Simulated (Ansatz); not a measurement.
Born–Oppenheimer molecular dynamics of CH2O + ClH (6 atoms, charge 0, multiplicity 1). It goes on from the last frame of an earlier run, with new velocities.

Theory: Ansatz 0.2.0, UKS B3LYP-D4/def2-SVP.

```yaml
ensemble: NVT, Langevin thermostat
time_step: 0.5 fs
steps_asked: 100
set_temperature: 400 K
friction: 0.05 /fs
seed: 127317
```

First frame:

```xyz
6
Properties=species:S:1:pos:R:3
Cl 0.637 0.175 -2.460
H -0.666 -0.007 -2.147
C -0.427 -0.401 1.169
O -1.036 -0.341 0.114
H -0.761 -0.275 2.145
H 0.665 -0.255 1.285
```

Question: How far do the bonds stretch over the last three quarters of this one trajectory? (Pairs bonded in most of those frames.)

Answer: 
| bond | mean (Å) | spread (Å) | shortest | longest |
| --- | --- | --- | --- | --- |
| Cl1–H2 | 1.306 | 0.050 | 1.23 | 1.40 |
| C3–O4 | 1.204 | 0.019 | 1.16 | 1.24 |
| C3–H5 | 1.128 | 0.047 | 1.05 | 1.22 |
| C3–H6 | 1.117 | 0.016 | 1.08 | 1.15 |

Mean temperature of the second half: 454 K. The mean temperature of the second half is 14 % above the set value. A run of 0.05 ps of so small a system gives no equilibrium averages.

The run took 3.6 min on 1 thread of Arm Neoverse V1 (shared host), peak memory 0.13 GiB.
